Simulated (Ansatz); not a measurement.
# O2− (doublet): energies up the ladder, part 2 of 2

Wanted for O2− (doublet): energies up the ladder. Charge -1. Spin multiplicity 2.

Ansatz 0.2.0, Gaussian bases. The steps go on from the part before.

### Step 8. Single point, wB97M-V/def2-TZVPPD

Contents of input.yaml:

```yaml
crystal:
  periodic: [false, false, false]
  atoms:
    - { symbol: O, position_ang: [0.0, 0.0, -0.05590452] }
    - { symbol: O, position_ang: [0.0, 0.0, 1.26572452] }
magnetization:
  spin_polarized: true
  initial_magnetization: 1
total_charge: -1
basis:
  gaussian: { orbitals: def2-TZVPPD.json }
hamiltonian:
  xc: { name: wB97M-V }
```

Started as:

```console
ansatz run input.yaml --threads 2 --pin off --max-ram 5120MiB --backend cpu --events-out ev --progress --plain --runs-dir out
```

What it wrote, shortened:

```text
Warning: RAYON_NUM_THREADS=2 ignored (pool sized by the plan → 2); use --threads N
[...]
Functional definition: wB97M-V
[...]
  gx(w, u) = 1 - cx + cx01*u + cx10*w
  gss(w, u) = css00 + css04*u^4 + css10*w + css20*w^2 + css43*w^4*u^3
  gos(w, u) = cos00 + cos10*w + (cos20 + cos21*u)*w^2 + (cos60 + cos61*u)*w^6
[...]
      + integral(e_c_pw_mod_opposite_spin*gos(b97_w_opposite, b97_u_opposite)) + vv10(b, c)
368 factors; their error is unknown
104 factors; integrals over basis functions are off by at most 3.3e-5 eV
[...]
mean field -4091.65159458 eV, -150.3654226797 hartree, gradient 4.4e-5 eV, S^2 0.755968; 2 other end points of the search recorded, 0 dependent functions left out
reference -4091.65163192 eV, -150.3654240521 hartree; 9, 8 occupied and 71, 72 virtual orbitals, 368 factors
Total energy: -4091.65163192 eV, -150.3654240521 hartree
```

It took 7 s on 2 threads of Arm Neoverse V1, shared host; peak memory 0.17 GiB.

### Step 9. Single point, B2PLYP/def2-TZVPPD

input.yaml: that of step 8 with these lines changed.

```diff
@@ -12,2 +12,2 @@
 hamiltonian:
-  xc: { name: wB97M-V }
+  xc: { name: B2PLYP }
```

Started as:

```console
ansatz run input.yaml --threads 2 --pin off --max-ram 5120MiB --backend cpu --events-out ev --progress --plain --runs-dir out
```

What it wrote, shortened:

```text
Warning: RAYON_NUM_THREADS=2 ignored (pool sized by the plan → 2); use --threads N
[...]
Functional definition: B2PLYP
[...]
501 factors; integrals over basis functions are off by at most 7.3e-4 eV
[...]
mean field -4085.92972781 eV, -150.1551479544 hartree, gradient 2.2e-6 eV, S^2 0.767342; 4 other end points of the search recorded, 0 dependent functions left out
2 core orbitals not correlated: weight in the atoms' cores, before any rotation towards them, 1.000 or more for the frozen orbitals, at most 0.000 for the correlated occupied ones
reference -4085.92983612 eV, -150.1551519346 hartree; 7, 6 occupied and 71, 72 virtual orbitals, 501 factors
second order -15.88805706 eV of doubles, -0.00000000 eV of singles
Total energy: -4090.21961152 eV, -150.3127982731 hartree
```

Run time: 2.8 s. Hardware: 2 threads of Arm Neoverse V1, shared host; peak memory 0.15 GiB.

### Step 10. Single point, LDA/def2-TZVPPD

input.yaml: that of step 9 with these lines changed.

```diff
@@ -12,2 +12,2 @@
 hamiltonian:
-  xc: { name: B2PLYP }
+  xc: lda
```

Started as:

```console
ansatz run input.yaml --threads 2 --pin off --max-ram 5120MiB --backend cpu --events-out ev --progress --plain --runs-dir out
```

What it wrote:

```text
Warning: RAYON_NUM_THREADS=2 ignored (pool sized by the plan → 2); use --threads N
Engine: ansatz 0.2.0, aarch64-unknown-linux-gnu
Functional definition: SPW92
  exchange = slater_x
  correlation = pw_c
368 factors; their error is unknown
mean field evaluation 1: about -4048.0019 eV, gradient 5.5e1 eV
mean field evaluation 2: about -4039.1350 eV, gradient 8.5e1 eV
mean field evaluation 4: about -4063.6756 eV, gradient 6.6e0 eV
mean field evaluation 8: about -4063.8319 eV, gradient 2.6e0 eV
mean field evaluation 16: about -4063.8477 eV, gradient 3.7e-3 eV
mean field evaluation 32: about -4061.3224 eV, gradient 1.5e-3 eV
mean field evaluation 64: about -4063.8477 eV, gradient 6.3e-6 eV
mean field evaluation 96: about -4060.3741 eV, gradient 5.8e0 eV
mean field -4063.84765761 eV, -149.3436468422 hartree, gradient 7.8e-6 eV, S^2 0.753325; 9 other end points of the search recorded, 0 dependent functions left out
reference -4063.84768683 eV, -149.3436479160 hartree; 9, 8 occupied and 71, 72 virtual orbitals, 368 factors
Total energy: -4063.84768683 eV, -149.3436479160 hartree
```

Wall time 1.6 s (2 threads of Arm Neoverse V1, shared host); peak memory 0.1 GiB.

### Step 11. Single point, PBE0-D4/def2-SVPD

input.yaml: that of step 10 with these lines changed.

```diff
@@ -10,4 +10,5 @@
 basis:
-  gaussian: { orbitals: def2-TZVPPD.json }
+  gaussian: { orbitals: def2-SVPD }
 hamiltonian:
-  xc: lda
+  xc: pbe0
+  dispersion: d4
```

Started as:

```console
ansatz run input.yaml --threads 2 --pin off --max-ram 5120MiB --backend cpu --events-out ev --progress --plain --runs-dir out
```

What it wrote:

```text
Warning: RAYON_NUM_THREADS=2 ignored (pool sized by the plan → 2); use --threads N
Engine: ansatz 0.2.0, aarch64-unknown-linux-gnu
Functional definition: PBE0
  parameter a = 0.25
  parameter kappa = 0.804
  parameter beta = 0.06672455060314922
  exchange = (1 - a)*pbe_x(kappa = kappa, mu = beta*pi^2/3) + a*exact_x
  correlation = pbe_c(beta = beta)
370 factors; their error is unknown
mean field evaluation 1: about -4080.3711 eV, gradient 2.9e1 eV
mean field evaluation 2: about -4079.8300 eV, gradient 3.2e1 eV
mean field evaluation 4: about -4083.7173 eV, gradient 3.5e-1 eV
mean field evaluation 8: about -4083.7348 eV, gradient 8.2e-4 eV
mean field -4083.73483982 eV, -150.0744873083 hartree, gradient 2.2e-5 eV, S^2 0.757471; 0 other end points of the search recorded, 0 dependent functions left out
reference -4083.73485983 eV, -150.0744880439 hartree; 9, 8 occupied and 37, 38 virtual orbitals, 370 factors
Total energy: -4083.74447959 eV, -150.0748415634 hartree
```

It took 0.34 s on 2 threads of Arm Neoverse V1, shared host; peak memory 0.083 GiB.

### Step 12. Single point, PBE-D4/def2-SVPD

input.yaml: that of step 11 with these lines changed.

```diff
@@ -12,3 +12,3 @@
 hamiltonian:
-  xc: pbe0
+  xc: pbe
   dispersion: d4
```

Started as:

```console
ansatz run input.yaml --threads 2 --pin off --max-ram 5120MiB --backend cpu --events-out ev --progress --plain --runs-dir out
```

What it wrote:

```text
Warning: RAYON_NUM_THREADS=2 ignored (pool sized by the plan → 2); use --threads N
Engine: ansatz 0.2.0, aarch64-unknown-linux-gnu
Functional definition: PBE
  parameter kappa = 0.804
  parameter beta = 0.06672455060314922
  exchange = pbe_x(kappa = kappa, mu = beta*pi^2/3)
  correlation = pbe_c(beta = beta)
370 factors; their error is unknown
mean field evaluation 1: about -4079.4668 eV, gradient 3.4e1 eV
mean field evaluation 2: about -4075.0486 eV, gradient 4.7e1 eV
mean field evaluation 4: about -4084.2998 eV, gradient 5.1e-1 eV
mean field evaluation 8: about -4084.2801 eV, gradient 1.2e-1 eV
mean field evaluation 16: about -4084.1817 eV, gradient 4.3e0 eV
mean field -4084.28009996 eV, -150.0945252489 hartree, gradient 2.1e-6 eV, S^2 0.753160; 1 other end points of the search recorded, 0 dependent functions left out
reference -4084.28012573 eV, -150.0945261961 hartree; 9, 8 occupied and 37, 38 virtual orbitals, 370 factors
Total energy: -4084.29205412 eV, -150.0949645565 hartree
```

It took 0.5 s on 2 threads of Arm Neoverse V1, shared host; peak memory 0.08 GiB.

### Step 13. Single point, CCSD(T)/def2-TZVPPD

input.yaml: that of step 12 with these lines changed.

```diff
@@ -10,5 +10,6 @@
 basis:
-  gaussian: { orbitals: def2-SVPD }
-hamiltonian:
-  xc: pbe
-  dispersion: d4
+  gaussian: { orbitals: def2-TZVPPD.json }
+correlation:
+  method: ccsd_t
+scf:
+  omitted_lower_state_checks: [cluster_reference]
```

Started as:

```console
ansatz run input.yaml --threads 2 --pin off --max-ram 5120MiB --backend cpu --events-out ev --progress --plain --runs-dir out
```

What it wrote, shortened:

```text
Warning: RAYON_NUM_THREADS=2 ignored (pool sized by the plan → 2); use --threads N
[...]
Functional definition: HF
[...]
501 factors; integrals over basis functions are off by at most 7.3e-4 eV
[...]
mean field -4072.28083517 eV, -149.6535604014 hartree, gradient 2.8e-6 eV, S^2 0.791590; 4 other end points of the search recorded, 0 dependent functions left out
2 core orbitals not correlated: weight in the atoms' cores, before any rotation towards them, 1.000 or more for the frozen orbitals, at most 0.000 for the correlated occupied ones
reference -4072.28083517 eV, -149.6535604014 hartree; 7, 6 occupied and 71, 72 virtual orbitals, 501 factors
second order -12.84078050 eV of doubles, -0.00000000 eV of singles
cycle   1  -12.37516545 eV  change    4.7e-1 eV  update   1.0e-1
[...]
cycle  12  -12.89737177 eV  change   -1.4e-5 eV  update   5.6e-6
perturbative correction -0.55405883 eV, -0.0203612865 hartree
Total energy: -4085.73226577 eV, -150.1478913583 hartree
Checks for a lower state left out: cluster_reference
```

Run time: 2.7 s. Hardware: 2 threads of Arm Neoverse V1, shared host; peak memory 0.31 GiB.

### Step 14. Single point, CCSD(T)/def2-QZVPPD

input.yaml: that of step 13 with these lines changed.

```diff
@@ -10,3 +10,3 @@
 basis:
-  gaussian: { orbitals: def2-TZVPPD.json }
+  gaussian: { orbitals: def2-QZVPPD.json }
 correlation:
```

Started as:

```console
ansatz run input.yaml --threads 2 --pin off --max-ram 5120MiB --backend cpu --events-out ev --progress --plain --runs-dir out
```

What it wrote, shortened:

```text
Warning: RAYON_NUM_THREADS=2 ignored (pool sized by the plan → 2); use --threads N
[...]
Functional definition: HF
[...]
803 factors; integrals over basis functions are off by at most 7.7e-4 eV
[...]
mean field -4072.43554452 eV, -149.6592458651 hartree, gradient 2.6e-6 eV, S^2 0.791854; 7 other end points of the search recorded, 0 dependent functions left out
2 core orbitals not correlated: weight in the atoms' cores, before any rotation towards them, 1.000 or more for the frozen orbitals, at most 0.000 for the correlated occupied ones
reference -4072.43554452 eV, -149.6592458651 hartree; 7, 6 occupied and 123, 124 virtual orbitals, 803 factors
second order -13.82212768 eV of doubles, -0.00000000 eV of singles
cycle   1  -13.22754160 eV  change    5.9e-1 eV  update   1.0e-1
[...]
cycle  13  -13.75784652 eV  change    5.5e-6 eV  update   2.9e-6
perturbative correction -0.62088021 eV, -0.0228169270 hartree
Total energy: -4086.81427126 eV, -150.1876543265 hartree
Checks for a lower state left out: cluster_reference
```

Wall time 15 s (2 threads of Arm Neoverse V1, shared host); peak memory 1.1 GiB.

### Step 15. Extrapolation to the basis-set limit

CCSD(T)/CBS estimate, frozen core: CCSD(T) correlation extrapolated, from def2-TZVPPD and def2-QZVPPD: mean field -4072.4569 eV, total -4087.5225 eV. The exponents are 7.88 (mean field) and 2.97 (correlation).

### Step 16. The levels compared

```csv
level,O1–O2 (Å),rotational constants (MHz),highest frequency (cm⁻¹),CPU time
PBE0-D4/def2-TZVPPD,1.3216,36178,1237,9 s
```

Constants are for the commonest isotopes at the equilibrium geometry; times are CPU times of the relaxations.

### Step 17. Total energies

```
                level  energy (eV)  CPU time
   PBE-D4/def2-TZVPPD   -4088.9125     6.8 s
r2SCAN-D4/def2-TZVPPD   -4090.7418       8 s
 B3LYP-D4/def2-TZVPPD   -4092.8720     2.7 s
  wB97M-V/def2-TZVPPD   -4091.6516      14 s
   B2PLYP/def2-TZVPPD   -4090.2196     5.3 s
      LDA/def2-TZVPPD   -4063.8477     2.7 s
    PBE0-D4/def2-SVPD   -4083.7445    0.57 s
     PBE-D4/def2-SVPD   -4084.2921    0.87 s
  CCSD(T)/def2-TZVPPD   -4085.7323       5 s
  CCSD(T)/def2-QZVPPD   -4086.8143      29 s
          CCSD(T)/CBS   -4087.5225         -
```

### Step 18. Outcome

What follows sums up all 2 parts.

| quantity | value |
| --- | --- |
| O1–O2 at PBE0-D4/def2-TZVPPD | 1.322 Å |
| frequencies at PBE0-D4/def2-TZVPPD | 1237 cm⁻¹ |
| energy at CCSD(T)/CBS | -4087.522 eV |

**Reading.** No mode is imaginary, so the geometry is a minimum. These totals serve in differences with atoms or fragments at the same level; alone they don't rank the methods.
